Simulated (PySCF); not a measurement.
# cis-1,2-difluoroethene (C₂H₂F₂): electronic excitations at several levels of theory, part 2 of 2

PySCF 2.14.0. Atoms count from 0.

### 10 Ultraviolet spectrum: LC-wPBE/def2-SVPD

What the job is given:

```
{"job": {"kind": "uv", "xc": "LC-wPBE", "basis": "def2-SVPD", "ip": true}, "charge": 0, "multiplicity": 1}
F      1.082682     0.728373    -1.163765
C      0.480139    -0.207886    -0.445378
C     -0.468189     0.058481     0.447691
F     -0.899632     1.284868     0.703746
H      0.819122    -1.228283    -0.639225
H     -0.951000    -0.731563     1.027653
```

Level: TDDFT LC-wPBE/def2-SVPD, vertical, gas phase, core orbitals frozen in the response.

Log:

```text
coarse grid: 5584 points
cycle   1  E = -276.5879545993  dE =  5.605e-01  |g| = 5.717e-01  |ddm| = 2.747e+00
cycle   2  E = -276.5974136455  dE = -9.459e-03  |g| = 5.907e-01  |ddm| = 8.642e-01
cycle   3  E = -276.6515771458  dE = -5.416e-02  |g| = 5.949e-02  |ddm| = 4.206e-01
cycle   4  E = -276.6521560458  dE = -5.789e-04  |g| = 1.150e-02  |ddm| = 6.675e-02
cycle   5  E = -276.6522043001  dE = -4.825e-05  |g| = 2.734e-03  |ddm| = 3.415e-02
cycle   6  E = -276.6522074299  dE = -3.130e-06  |g| = 4.405e-04  |ddm| = 6.161e-03
final grid: 56368 points
cycle   7  E = -276.7017775580  dE = -1.841e-05  |g| = 1.160e-02  |ddm| = 4.585e-02
cycle   8  E = -276.7017705924  dE =  6.966e-06  |g| = 1.330e-02  |ddm| = 1.514e-02
cycle   9  E = -276.7017979312  dE = -2.734e-05  |g| = 1.596e-04  |ddm| = 7.747e-03
cycle  10  E = -276.7017979394  dE = -8.238e-09  |g| = 3.891e-05  |ddm| = 3.418e-04
cycle  11  E = -276.7017979400  dE = -5.247e-10  |g| = 9.415e-06  |ddm| = 7.064e-05
converged SCF energy = -276.7017979400

Static polarisability (au): isotropic 27.448, principal 20.345 26.191 35.807

Singlet excitations
state   eV       nm        f      main configurations
  1   7.0178    176.7   0.02189   H->L 0.75, H->L+3 0.11
  2   7.8537    157.9   0.36665   H->L+1 0.97
  3   8.3644    148.2   0.00812   H->L+3 0.74, H->L 0.17
  4   9.0192    137.5   0.00000   H->L+2 0.94
  5   9.2126    134.6   0.00000   H-1->L+1 0.96
  6   9.7260    127.5   0.02790   H->L+5 0.58, H->L+7 0.20
  7  10.2430    121.0   0.00000   H->L+4 0.83
  8  10.3190    120.2   0.00005   H-1->L 0.64, H->L+6 0.12, H-1->L+3 0.11
  9  10.4828    118.3   0.03326   H->L+6 0.84
 10  10.5860    117.1   0.00604   H-2->L+1 0.92

Triplet excitations (Tamm-Dancoff, eV): 4.2695 6.5410 8.1056 8.7960
Vertical ionisation energy (delta-SCF) = 10.4085 eV
```

It took 9.8 s on 1 thread of Intel Xeon Platinum 8375C at 2.90GHz, shared host; peak memory 0.45 GiB.

Key values: HOMO -10.43 eV, LUMO 2.26 eV; lowest singlet 7.02 eV.

### 11 TDDFT and polarisability: PBE0/6-31G*

Same as in step 10 but for these lines:

```diff
@@ -1,2 +1,2 @@
-{"job": {"kind": "uv", "xc": "LC-wPBE", "basis": "def2-SVPD", "ip": true}, "charge": 0, "multiplicity": 1}
+{"job": {"kind": "uv", "xc": "PBE0", "basis": "6-31G*"}, "charge": 0, "multiplicity": 1}
 F      1.082682     0.728373    -1.163765
```

With the program's defaults for keys left out, this is: TDDFT PBE0/6-31G*, vertical, gas phase, core orbitals frozen in the response.

Log:

```text
coarse grid: 5584 points
cycle   1  E = -276.7100989602  dE =  5.163e-01  |g| = 5.512e-01  |ddm| = 2.310e+00
cycle   2  E = -276.6594553683  dE =  5.064e-02  |g| = 7.964e-01  |ddm| = 9.535e-01
cycle   3  E = -276.7603195764  dE = -1.009e-01  |g| = 5.348e-02  |ddm| = 6.154e-01
cycle   4  E = -276.7609049954  dE = -5.854e-04  |g| = 1.123e-02  |ddm| = 4.993e-02
cycle   5  E = -276.7609365950  dE = -3.160e-05  |g| = 2.733e-03  |ddm| = 1.285e-02
cycle   6  E = -276.7609382603  dE = -1.665e-06  |g| = 1.648e-04  |ddm| = 2.435e-03
final grid: 56368 points
cycle   7  E = -276.7560446466  dE = -1.090e-05  |g| = 6.234e-03  |ddm| = 1.211e-02
cycle   8  E = -276.7560376440  dE =  7.003e-06  |g| = 9.130e-03  |ddm| = 1.032e-02
cycle   9  E = -276.7560524672  dE = -1.482e-05  |g| = 5.744e-04  |ddm| = 6.108e-03
cycle  10  E = -276.7560525414  dE = -7.414e-08  |g| = 5.870e-05  |ddm| = 5.862e-04
cycle  11  E = -276.7560525419  dE = -5.636e-10  |g| = 9.952e-06  |ddm| = 4.464e-05
converged SCF energy = -276.7560525419

Static polarisability (au): isotropic 21.100, principal 11.292 20.996 31.013

Singlet excitations
state   eV       nm        f      main configurations
  1   7.6092    162.9   0.00804   H->L+1 0.99
  2   8.1585    152.0   0.36264   H->L 0.96
  3   9.1051    136.2   0.00000   H-1->L 0.99
  4   9.1416    135.6   0.00167   H->L+2 0.98
  5   9.7956    126.6   0.00000   H->L+3 0.99
  6  10.3559    119.7   0.00975   H-2->L 0.98
  7  10.9392    113.3   0.00813   H-1->L+1 0.93
  8  11.8771    104.4   0.00570   H-2->L+1 0.93
  9  12.1428    102.1   0.01364   H-3->L 0.92
 10  12.4986     99.2   0.01255   H-5->L 0.99

Triplet excitations (Tamm-Dancoff, eV): 4.4564 6.9642 8.7067 8.7559
```

Run time: 2.2 s. Hardware: 1 thread of Intel Xeon Platinum 8375C at 2.90GHz, shared host; peak memory 0.45 GiB.

In short: HOMO -7.09 eV, LUMO 0.97 eV; lowest singlet 7.61 eV.

### 12 Excited states and response: PBE0/def2-SVP

Same as in step 11 but for these lines:

```diff
@@ -1,2 +1,2 @@
-{"job": {"kind": "uv", "xc": "PBE0", "basis": "6-31G*"}, "charge": 0, "multiplicity": 1}
+{"job": {"kind": "uv", "xc": "PBE0", "basis": "def2-SVP"}, "charge": 0, "multiplicity": 1}
 F      1.082682     0.728373    -1.163765
```

Method: TDDFT PBE0/def2-SVP, vertical, gas phase, core orbitals frozen in the response.

Log:

```text
coarse grid: 5584 points
cycle   1  E = -276.4701716512  dE =  4.877e-01  |g| = 5.422e-01  |ddm| = 2.510e+00
cycle   2  E = -276.4210200825  dE =  4.915e-02  |g| = 7.755e-01  |ddm| = 1.104e+00
cycle   3  E = -276.5182303051  dE = -9.721e-02  |g| = 5.445e-02  |ddm| = 6.991e-01
cycle   4  E = -276.5187946191  dE = -5.643e-04  |g| = 8.227e-03  |ddm| = 4.293e-02
cycle   5  E = -276.5188110189  dE = -1.640e-05  |g| = 3.062e-03  |ddm| = 1.077e-02
cycle   6  E = -276.5188131286  dE = -2.110e-06  |g| = 1.639e-04  |ddm| = 2.796e-03
final grid: 56368 points
cycle   7  E = -276.5557103807  dE = -1.298e-05  |g| = 5.071e-03  |ddm| = 1.250e-02
cycle   8  E = -276.5557062931  dE =  4.088e-06  |g| = 7.175e-03  |ddm| = 9.025e-03
cycle   9  E = -276.5557157910  dE = -9.498e-06  |g| = 5.876e-04  |ddm| = 5.461e-03
cycle  10  E = -276.5557158630  dE = -7.197e-08  |g| = 4.945e-05  |ddm| = 6.167e-04
cycle  11  E = -276.5557158633  dE = -3.946e-10  |g| = 7.145e-06  |ddm| = 3.998e-05
converged SCF energy = -276.5557158633

Static polarisability (au): isotropic 21.548, principal 12.901 20.573 31.168

Singlet excitations
state   eV       nm        f      main configurations
  1   7.4421    166.6   0.01389   H->L+1 0.95
  2   8.0690    153.7   0.37596   H->L 0.96
  3   8.5152    145.6   0.00232   H->L+2 0.94
  4   9.0003    137.8   0.00000   H-1->L 0.97
  5   9.2998    133.3   0.00000   H->L+3 0.97
  6  10.2174    121.3   0.00934   H-2->L 0.99
  7  10.7691    115.1   0.02050   H-1->L+1 0.80, H-1->L+2 0.18
  8  11.6910    106.1   0.01275   H-2->L+1 0.84, H-2->L+2 0.14
  9  11.9098    104.1   0.08559   H-1->L+2 0.72, H-3->L 0.13, H-1->L+1 0.13
 10  12.1335    102.2   0.12456   H-3->L 0.82, H-1->L+2 0.09

Triplet excitations (Tamm-Dancoff, eV): 4.4304 6.8852 8.1164 8.6346
```

It took 2.5 s on 1 thread of Intel Xeon Platinum 8375C at 2.90GHz, shared host; peak memory 0.45 GiB.

Key values: HOMO -7.37 eV, LUMO 0.61 eV; lowest singlet 7.44 eV.

### 13 Ultraviolet spectrum: PBE0/def2-TZVP

Same as in step 12 but for these lines:

```diff
@@ -1,2 +1,2 @@
-{"job": {"kind": "uv", "xc": "PBE0", "basis": "def2-SVP"}, "charge": 0, "multiplicity": 1}
+{"job": {"kind": "uv", "xc": "PBE0", "basis": "def2-TZVP"}, "charge": 0, "multiplicity": 1}
 F      1.082682     0.728373    -1.163765
```

Level: TDDFT PBE0/def2-TZVP, vertical, gas phase, core orbitals frozen in the response.

Log:

```text
coarse grid: 5584 points
cycle   1  E = -276.8429559831  dE =  5.171e-01  |g| = 5.273e-01  |ddm| = 1.932e+00
cycle   2  E = -276.7960297673  dE =  4.693e-02  |g| = 7.816e-01  |ddm| = 8.294e-01
cycle   3  E = -276.8846383923  dE = -8.861e-02  |g| = 6.078e-02  |ddm| = 5.285e-01
cycle   4  E = -276.8852604451  dE = -6.221e-04  |g| = 1.037e-02  |ddm| = 4.178e-02
cycle   5  E = -276.8852834172  dE = -2.297e-05  |g| = 3.877e-03  |ddm| = 9.755e-03
cycle   6  E = -276.8852865695  dE = -3.152e-06  |g| = 2.885e-04  |ddm| = 3.227e-03
final grid: 56368 points
cycle   7  E = -276.8880930067  dE = -4.228e-05  |g| = 4.210e-03  |ddm| = 2.609e-02
cycle   8  E = -276.8880918576  dE =  1.149e-06  |g| = 5.065e-03  |ddm| = 5.174e-03
cycle   9  E = -276.8880967043  dE = -4.847e-06  |g| = 9.389e-04  |ddm| = 2.773e-03
cycle  10  E = -276.8880968287  dE = -1.244e-07  |g| = 1.537e-04  |ddm| = 7.369e-04
cycle  11  E = -276.8880968325  dE = -3.784e-09  |g| = 1.447e-05  |ddm| = 1.225e-04
cycle  12  E = -276.8880968325  dE = -2.660e-11  |g| = 4.176e-06  |ddm| = 1.233e-05
converged SCF energy = -276.8880968325

Static polarisability (au): isotropic 25.547, principal 18.072 24.355 34.214

Singlet excitations
state   eV       nm        f      main configurations
  1   6.9923    177.3   0.01572   H->L+1 0.98
  2   7.8188    158.6   0.35394   H->L 0.96
  3   8.0084    154.8   0.00033   H->L+2 0.99
  4   8.8512    140.1   0.00000   H->L+3 0.94
  5   9.0601    136.8   0.00000   H-1->L 0.94
  6  10.2345    121.1   0.00048   H-2->L 0.96
  7  10.2613    120.8   0.00311   H-1->L+1 0.94
  8  10.4977    118.1   0.00000   H->L+4 0.99
  9  10.9675    113.0   0.16588   H->L+5 0.94
 10  11.2347    110.4   0.00999   H-2->L+1 0.94

Triplet excitations (Tamm-Dancoff, eV): 4.4355 6.4532 7.7475 8.4800
```

Wall time 6 s (1 thread of Intel Xeon Platinum 8375C at 2.90GHz, shared host); peak memory 0.5 GiB.

In short: HOMO -7.53 eV, LUMO 0.41 eV; lowest singlet 6.99 eV.

### 14 Side by side: electronic excitations

Excitations and ground-state properties, with basis size and wall time:

| run | lowest singlet (eV) | brightest (eV) | f | gap (eV) | α (Å³) | μ (D) | functions | time |
| --- | --- | --- | --- | --- | --- | --- | --- | --- |
| HF/def2-SVPD | 7.32 | 8.16 | 0.446 | 13.18 | 3.91 | 2.62 | 102 | 1.5 s |
| LDA/def2-SVPD | 6.28 | 7.55 | 0.304 | 5.51 | 4.27 | 2.13 | 102 | 5.4 s |
| PBE/def2-SVPD | 6.17 | 7.56 | 0.305 | 5.56 | 4.26 | 2.05 | 102 | 8.3 s |
| B3LYP/def2-SVPD | 6.45 | 7.72 | 0.341 | 7.42 | 4.14 | 2.26 | 102 | 6.9 s |
| PBE0/def2-SVPD | 6.65 | 7.83 | 0.342 | 7.94 | 4.10 | 2.24 | 102 | 7.2 s |
| BHandHLYP/def2-SVPD | 6.85 | 7.95 | 0.384 | 9.94 | 4.01 | 2.45 | 102 | 7.4 s |
| CAM-B3LYP/def2-SVPD | 6.63 | 7.78 | 0.356 | 10.27 | 4.11 | 2.34 | 102 | 8.1 s |
| wB97X-D/def2-SVPD | 6.87 | 7.85 | 0.361 | 11.71 | 4.12 | 2.28 | 102 | 7.2 s |
| LC-wPBE/def2-SVPD | 7.02 | 7.85 | 0.367 | 12.69 | 4.07 | 2.34 | 102 | 9.8 s |
| PBE0/6-31G* | 7.61 | 8.16 | 0.363 | 8.07 | 3.13 | 2.09 | 60 | 2.2 s |
| PBE0/def2-SVP | 7.44 | 8.07 | 0.376 | 7.99 | 3.19 | 2.21 | 66 | 2.5 s |
| PBE0/def2-TZVP | 6.99 | 7.82 | 0.354 | 7.94 | 3.79 | 2.21 | 136 | 6 s |

Measured dipole: 2.42 D (unstated (gas or solution; conformer average); Muller, Mokrushina, Arlt, J. Chem. Eng. Data 57 (2012) 1231, supporting information).

### 15 What came out

What follows sums up all 2 parts.

| quantity | value |
| --- | --- |
| lowest singlet (HF/def2-SVPD) | 7.32 eV (169 nm), f = 0.043 |
| brightest single state of those computed | state 2, 8.16 eV, f = 0.446 |
| lowest triplet | 3.89 eV |
| vertical ionisation energy (ΔSCF) | 9.44 eV |
| range of the lowest singlet | 6.17 to 7.61 eV |

**Reading.** Single values in the summary come from the first run of each kind that ended normally (HF/def2-SVPD), which need not be the best level. The lowest singlet, at 7.32 eV, is HOMO→LUMO 0.73, HOMO→LUMO+9 0.10 and is weak; of the 10 states computed, the strongest absorption comes from state 2 at 8.16 eV. The lowest triplet lies 3.43 eV below the lowest singlet (triplets in Tamm-Dancoff, singlets in full TDDFT). At HF/def2-SVPD, the highest states lie near or above the ionisation energy, where they hang on the basis. ΔSCF puts the ionisation energy at 9.44 eV, 1.22 eV below −ε(HOMO). The dipole moment, 2.62 D, compares with 2.42 D measured. The lowest singlet runs from 6.17 eV (PBE/def2-SVPD) to 7.61 eV (PBE0/6-31G*), while the orbital gap spans 5.51 to 13.18 eV. The lowest state need not be the same one in every run. For the measured dipole, BHandHLYP/def2-SVPD misses least (0.03 D, 7.4 s) and PBE/def2-SVPD most (0.37 D, 8.3 s); the quickest, HF/def2-SVPD, misses by 0.20 D in 1.5 s. One molecule ranks no method: errors cancel, and vibration and temperature are missing from all runs.
